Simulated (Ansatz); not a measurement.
A-type hexagonal La2O3, treated with HSE06 (PAW; Ansatz, a quantum-chemistry and plane-wave program).

Run with plane-wave cutoff 460 eV, 9×9×4 k mesh (along the axes of the cell as run), Fermi–Dirac smearing 0.01 eV, scalar-relativistic PAW data made under PBE.

Computed at the level's own relaxed cell.

Problem. Predict the c axis length, band gap, direct gap at Γ and lattice parameter a.

Solution. 
- c axis length: 6.138 Å
- band gap: 5.28 eV
- direct gap at Γ: 6.16 eV
- lattice parameter a: 3.919 Å

Measured, for comparison: lattice parameter c 6.13 Å (temperature not stated, not corrected to a static lattice; as tabulated in Rustad et al. (2011), arXiv:1107.4261); lattice constant a 3.934 Å (300 K, not corrected to a static lattice, our sources range from 3.934 to 3.940; as tabulated in Santana et al. (2016), arXiv:1608.06321). Computed (rounded) less measured: lattice parameter c +0.1 %, lattice constant a -0.4 % (-0.4 % to -0.5 % over the range). A static lattice is as a rule a little smaller and stiffer than an uncorrected measurement, which narrows the difference in the lattice constant a and would widen misses of the other sign.

Spin–orbit coupling is not included.

Static lattice: no zero-point or thermal effects.
